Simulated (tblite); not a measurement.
C3H6NO (doublet state).
Bonds: O1–N2, N2–C3, C3–C4, C4–C5, N2–C5. Hydrogens: H6, H7 on C3; H8, H9 on C4; H10, H11 on C5.

Computed with GFN2-xTB (tblite), gas phase: L-BFGS steps from a force-field or distance-geometry start until the largest atomic force falls under 0.01 eV/Å.

At the end of the run (lengths in Å): O1–N2 1.261, N2–C5 1.449, N2–C3 1.449, C5–H10 1.093, C3–H7 1.094, C3–H6 1.093, C5–H11 1.094, O1–N2–C3 130.7°, C3–N2–C5 95.1°, C3–C4–C5 88.2°, N2–C3–C4 88.3°, O1–N2–C3–C4 163°, N2–C3–C4–C5 -3°, C3–C4–C5–N2 3°, H6–C3–N2–O1 -78°, H10–C5–N2–O1 78°.

**Question.** These geometries were met on the way; a selection of coordinates is given. Order them by energy above the end point, lowest first.
A. O1–N2 1.259, N2–C5 1.470, N2–C3 1.476, C5–H10 1.097, C3–H7 1.081, C3–H6 1.096, C5–H11 1.082, O1–N2–C3 121.2°, C3–N2–C5 91.1°, C3–C4–C5 87.6°, N2–C3–C4 88.0°, O1–N2–C3–C4 -145°, N2–C3–C4–C5 16°, C3–C4–C5–N2 -16°, H6–C3–N2–O1 -32°, H10–C5–N2–O1 32°
B. O1–N2 1.269, N2–C5 1.470, N2–C3 1.466, C5–H10 1.102, C3–H7 1.098, C3–H6 1.101, C5–H11 1.099, O1–N2–C3 129.0°, C3–N2–C5 92.5°, C3–C4–C5 86.7°, N2–C3–C4 88.6°, O1–N2–C3–C4 -162°, N2–C3–C4–C5 14°, C3–C4–C5–N2 -14°, H6–C3–N2–O1 -47°, H10–C5–N2–O1 47°
C. O1–N2 1.442, N2–C5 1.504, N2–C3 1.473, C5–H10 1.097, C3–H7 1.104, C3–H6 1.101, C5–H11 1.094, O1–N2–C3 107.1°, C3–N2–C5 88.1°, C3–C4–C5 84.1°, N2–C3–C4 87.9°, O1–N2–C3–C4 -134°, N2–C3–C4–C5 27°, C3–C4–C5–N2 -27°, H6–C3–N2–O1 -20°, H10–C5–N2–O1 21°
D. O1–N2 1.279, N2–C5 1.474, N2–C3 1.466, C5–H10 1.087, C3–H7 1.103, C3–H6 1.088, C5–H11 1.101, O1–N2–C3 126.5°, C3–N2–C5 92.0°, C3–C4–C5 87.0°, N2–C3–C4 88.6°, O1–N2–C3–C4 -155°, N2–C3–C4–C5 15°, C3–C4–C5–N2 -15°, H6–C3–N2–O1 -40°, H10–C5–N2–O1 41°
E. O1–N2 1.292, N2–C5 1.503, N2–C3 1.497, C5–H10 1.117, C3–H7 1.072, C3–H6 1.113, C5–H11 1.075, O1–N2–C3 113.4°, C3–N2–C5 88.3°, C3–C4–C5 86.0°, N2–C3–C4 88.9°, O1–N2–C3–C4 -136°, N2–C3–C4–C5 21°, C3–C4–C5–N2 -21°, H6–C3–N2–O1 -23°, H10–C5–N2–O1 23°

**Answer.** B (0.071 eV), D (0.150 eV), A (0.258 eV), E (0.580 eV), C (1.427 eV).

```
step  E above end (eV)  rms distance from the end, all atoms (Å)  largest force (eV/Å)  rms shift of all bonds from the end (Å)
   8             0.071                                     0.242                 0.547                                    0.011
   6             0.150                                     0.284                 0.973                                    0.011
   3             0.258                                     0.325                 0.739                                    0.014
   1             0.580                                     0.349                 3.352                                    0.027
   0             1.427                                     0.366                 7.269                                    0.058
```

Rows stand in the order of the answer.
